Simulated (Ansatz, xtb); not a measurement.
## C3H7Cl: which of two isomers lies lower

Structure I is `CC(C)Cl`, a singlet and structure II is `CCCCl`, a singlet. Both are isolated molecules in the gas phase, relaxed with PBE-D3(BJ)/def2-SVP; the shapes shown needn't be the lowest conformers.

I (Å):

```xyz
11

C    -1.6515   -0.5447   -0.8759
C    -0.1920   -0.4193   -1.2878
C     0.0571   -0.7025   -2.7619
Cl    0.3981    1.2679   -0.8943
H    -1.7864   -0.3159    0.1985
H    -2.2843    0.1515   -1.4624
H    -2.0082   -1.5797   -1.0612
H     0.4398   -1.0801   -0.6601
H    -0.5309   -0.0104   -3.3977
H    -0.2487   -1.7422   -3.0033
H     1.1275   -0.5850   -3.0178
```

II (Å):

```xyz
11

C    -0.4629   -1.5843    0.6300
C    -1.0450   -0.2090    0.3083
C    -1.0059    0.1579   -1.1690
Cl    0.6879    0.2737   -1.8038
H     0.5969   -1.6423    0.3112
H    -1.0169   -2.3898    0.1039
H    -0.5080   -1.7968    1.7164
H    -0.5150    0.5791    0.8849
H    -2.1117   -0.1592    0.6232
H    -1.5198   -0.6019   -1.7917
H    -1.4754    1.1423   -1.3574
```

Quicker runs give these differences E(II) − E(I): GFN2-xTB +0.135 eV; HF/STO-3G +0.071 eV (at GFN2-xTB geometries); r2SCAN-D4/def2-SVP +0.125 eV (at GFN2-xTB geometries).

Task: Estimate E(II) − E(I) at the level CCSD(T)/def2-SVP + ΔMP2/def2-TZVPP.

Result: Calculated at CCSD(T)/def2-SVP + ΔMP2/def2-TZVPP: E(II) − E(I) = +0.121 eV, so structure I lies lower.

The same difference at several levels:

```csv
level,geometry,E(II) − E(I) (eV),departure from the last row (eV),"job, with rough time for the two"
GFN2-xTB,GFN2-xTB,+0.135,+0.014,"optimisation, 0.12 s"
HF/STO-3G,GFN2-xTB,+0.071,−0.050,"single point, 0.22 s"
r2SCAN-D4/def2-SVP,GFN2-xTB,+0.125,+0.004,"single point, 2.1 s"
PBE-D3(BJ)/def2-SVP,PBE-D3(BJ)/def2-SVP,+0.101,−0.020,"optimisation, 8.1 s"
HF/def2-SVP,PBE-D3(BJ)/def2-SVP,+0.093,−0.028,part of the CCSD(T) run
MP2/def2-SVP,PBE-D3(BJ)/def2-SVP,+0.129,+0.008,part of the CCSD(T) run
CCSD(T)/def2-SVP,PBE-D3(BJ)/def2-SVP,+0.120,−0.001,single point
CCSD(T)/def2-SVP + ΔMP2/def2-TZVPP,PBE-D3(BJ)/def2-SVP,+0.121,,"single point, 17 s"
```

As drawn, both hold the same kinds of bond in the same numbers. Structure I has 2 methyl groups, II 1.

None of the levels shown reverses the order. The largest departure from CCSD(T)/def2-SVP + ΔMP2/def2-TZVPP is that of HF/STO-3G, 0.050 eV. The last row adds to CCSD(T) the change of the MP2 difference between the two basis sets, here +0.001 eV.

With harmonic frequencies from PBE-D3(BJ)/def2-SVP (ideal gas, rigid rotor, one conformer each, 298.15 K, 1 atm): on the last row, ΔE + ΔZPE = +0.136, ΔH = +0.134, ΔG = +0.129 eV.

The correlated steps freeze 8 core orbitals. Mirror images aren't counted in ΔG. Codes used: Ansatz 0.2.0, xtb 6.7.1; the last row on 2 threads of Intel(R) Xeon(R) 6975P-C (Granite Rapids) on a shared host.
